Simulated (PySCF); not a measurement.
C2H7N, SMILES CNC (connectivity only; charge and spin as stated), charge +1, multiplicity 2. Atoms are numbered in the order given.

```xyz
10

C      1.2734     0.0002     0.2074
N      0.0000     0.0000    -0.4427
C     -1.2734    -0.0002     0.2074
H      1.8418    -0.8813    -0.1203
H      1.1547     0.0055     1.2861
H      1.8467     0.8747    -0.1294
H      0.0000     0.0000    -1.4627
H     -1.8467    -0.8747    -0.1294
H     -1.8418     0.8813    -0.1203
H     -1.1547    -0.0055     1.2861
```
Charge +1, spin multiplicity 2.

Geometry optimised at B3LYP-D3(BJ)/def2-TZVP. The spin state was assumed, not searched.

Computed with PBE/pcH-1 (PySCF).

Unrestricted Kohn–Sham, ⟨S²⟩ = 0.753. Hyperfine tensors hold the contact and dipolar terms, without spin-orbit corrections.

Computed hyperfine couplings:
```json
[
 {"nucleus": "13C no. 1", "A(iso) (MHz)": "-28.3", "A(iso) (G)": "-10.1", "dipolar principal values (MHz)": "-8.5, -2.6, 11.1"},
 {"nucleus": "14N no. 2", "A(iso) (MHz)": "30.1", "A(iso) (G)": "10.7", "dipolar principal values (MHz)": "-39.4, -39.4, 78.8"},
 {"nucleus": "13C no. 3", "A(iso) (MHz)": "-28.3", "A(iso) (G)": "-10.1", "dipolar principal values (MHz)": "-8.5, -2.6, 11.1"},
 {"nucleus": "1H no. 4", "A(iso) (MHz)": "176.7", "A(iso) (G)": "63.0", "dipolar principal values (MHz)": "-8.4, -4.0, 12.5"},
 {"nucleus": "1H no. 5", "A(iso) (MHz)": "-1.2", "A(iso) (G)": "-0.4", "dipolar principal values (MHz)": "-4.5, -4.2, 8.7"},
 {"nucleus": "1H no. 6", "A(iso) (MHz)": "174.0", "A(iso) (G)": "62.1", "dipolar principal values (MHz)": "-8.4, -4.0, 12.4"},
 {"nucleus": "1H no. 7", "A(iso) (MHz)": "-53.3", "A(iso) (G)": "-19.0", "dipolar principal values (MHz)": "-43.0, -10.4, 53.4"},
 {"nucleus": "1H no. 8", "A(iso) (MHz)": "174.0", "A(iso) (G)": "62.1", "dipolar principal values (MHz)": "-8.4, -4.0, 12.4"},
 {"nucleus": "1H no. 9", "A(iso) (MHz)": "176.7", "A(iso) (G)": "63.0", "dipolar principal values (MHz)": "-8.4, -4.0, 12.5"},
 {"nucleus": "1H no. 10", "A(iso) (MHz)": "-1.2", "A(iso) (G)": "-0.4", "dipolar principal values (MHz)": "-4.5, -4.2, 8.7"}
]
```

Problem. And the g tensor (effective nuclear charges for spin-orbit coupling, GIAO)? (The exact figures need the calculation; the answer reports its results.)

Solution. principal values 2.0021, 2.0041, 2.0048; isotropic 2.0036.
